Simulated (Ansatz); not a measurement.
## Worked example: the step energy

An elementary step of SiNH7O, closed shell (SiNH₅ ([NH2][SiH3]) + H₂O → SiH₄O ([OH][SiH3]) + NH₃; Si–N, H–O broken or loosened, Si–O, N–H formed or tightened). “Start” and “end” are the PBE0-D4/def2-TZVP structures reached by relaxing down either side of its saddle point, with the molecules still in contact.

Computed with Ansatz 0.2.0 (basis: def2-TZVPP and def2-QZVPP); correlated methods freeze the cores.

Energies in eV:

| quantity | end | start |
| --- | --- | --- |
| Hartree–Fock, triple zeta (X = 3) | -11494.79896 | -11494.53327 |
| Hartree–Fock, quadruple zeta (X = 4) | -11495.23498 | -11494.97815 |
| MP2 correlation, X = 3 | -16.89867 | -16.82469 |
| MP2 correlation, X = 4 | -18.16909 | -18.10242 |
| CCSD(T) correlation, X = 3 | -18.43215 | -18.36316 |

Work out the step energy at the basis limit: extrapolate Hartree–Fock as E(X) = E∞ + A exp(−7.88 √X) and the MP2 correlation as E(X) = E∞ + B X^−2.97 (the exponents that Neese and Valeev fitted for def2-TZVPP and QZVPP), then add CCSD(T) − MP2 in triple zeta.

Each step is linear, so take the differences first (end − start): Hartree–Fock -0.26569 (X = 3) and -0.25683 (X = 4); MP2 correlation -0.07398 and -0.06667; CCSD(T) correlation -0.06899.
Two points give E∞ = E(4) + w [E(4) − E(3)], with w = 1/(exp(7.88 (2 − √3)) − 1) = 0.1377 for Hartree–Fock and w = 1/((4/3)^2.97 − 1) = 0.7407 for the correlation.
Hartree–Fock: -0.25683 + 0.1377 × 0.00886 = -0.2556 eV.
MP2 correlation: -0.06667 + 0.7407 × 0.00731 = -0.0613 eV.
CCSD(T) − MP2: -0.06899 − (-0.07398) = 0.0050 eV.
Sum: -0.2556 + (-0.0613) + 0.0050 = -0.3119 eV, or -7.19 kcal/mol. Plain CCSD(T) in triple zeta gives -0.3347 eV, so the larger basis shifts the result by 0.0228 eV.

T1 diagnostic: at most 0.011.

The step is the kind of ligand exchange by which a precursor binds to a hydroxyl group, or is hydrolysed, in atomic layer deposition of oxides.

Labels in which every atom is bracketed show which atoms are joined, not bond orders.

For scale, one of the runs: CCSD(T)/def2-TZVPP, 202 basis functions, launched by `ansatz run in.yaml --threads 2 --pin off --events-out ev --progress --plain --max-ram 4352MiB`. Hardware: 2 CPU threads of an Arm Neoverse V2, shared host. Wall time 48 s; peak host memory 2.5 GiB.
